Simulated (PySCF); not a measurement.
difluorosilane: calculation against experiment

**Measured values to compare with.**

NIST CCCBDB Release 22 (SRD 101), experimental dipoles lists, for the gas: dipole moment (microwave Stark effect, vibrational ground state) 1.54 ± 0.02 D.

How close the calculation comes is told at the end.

Species: difluorosilane, F2H2Si.
Atom-mapped SMILES: `[F:1][SiH2:2][F:3]` (hydrogens: H4, H5 on Si2)

Cartesian coordinates in Å at the PBE0-D3(BJ)/def2-SVP level; atoms count from 1:
```
atom  x, y, z in Å
F1    -1.2565   -0.9414   -0.1199
Si2    0.0004    0.0607    0.0002
F3     1.3449   -0.8201   -0.1168
H4    -0.0268    0.6962    1.3362
H5    -0.0447    1.0103   -1.1342
```

Runs made with PySCF (gas phase, on this PBE0-D3(BJ)/def2-SVP geometry; no spin–orbit coupling):

| level | job | basis functions |
| --- | --- | --- |
| KT3/pcSseg-2 | shieldings | 143 |
| B3LYP/pcSseg-2 | shieldings | 143 |
| BLYP/pcSseg-2 | shieldings | 143 |
| KT2/pcSseg-2 | shieldings | 143 |
| LDA/pcSseg-2 | shieldings | 143 |
| LC-wPBE/pcSseg-2 | shieldings | 143 |
| PBE0/6-31G | shieldings, charges and field gradients | 35 |
| PBE0/6-31G* | shieldings, charges and field gradients | 50 |
| PBE0/def2-TZVP | shieldings, charges and field gradients | 111 |
| wB97X-D/pcSseg-2 | shieldings | 143 |
| B3LYP/6-31G* | spin–spin couplings from 5 perturbed nuclei | 50 |
| B3LYP/aug-cc-pVTZ-J | spin–spin couplings from 5 perturbed nuclei | 200 |

All basis functions are spherical.

Results beside the measurements:

**Dipole moment.** Measured: 1.54 D (NIST CCCBDB Release 22 (SRD 101), experimental dipoles).

```
              level  computed (D)  computed − measured (D)  % (from the printed values)
       KT3/pcSseg-2          1.64                    +0.10                           +6
     B3LYP/pcSseg-2          1.74                    +0.20                          +13
      BLYP/pcSseg-2          1.63                    +0.09                           +6
       KT2/pcSseg-2          1.66                    +0.12                           +8
       LDA/pcSseg-2          1.70                    +0.16                          +10
   LC-wPBE/pcSseg-2          1.77                    +0.23                          +15
         PBE0/6-31G          2.46                    +0.92                          +60
        PBE0/6-31G*          1.59                    +0.05                           +3
     PBE0/def2-TZVP          1.63                    +0.09                           +6
   wB97X-D/pcSseg-2          1.75                    +0.21                          +14
       B3LYP/6-31G*          1.56                    +0.02                           +1
B3LYP/aug-cc-pVTZ-J          1.67                    +0.13                           +8
```

12 of the 30 levels run are shown, the closest and the furthest among them. The computed dipoles belong to one fixed geometry; measured ones are averaged over vibrations unless marked μe. Magnitudes are compared, not signs.

No measured geometry was used, and the causes of the misses weren't examined.
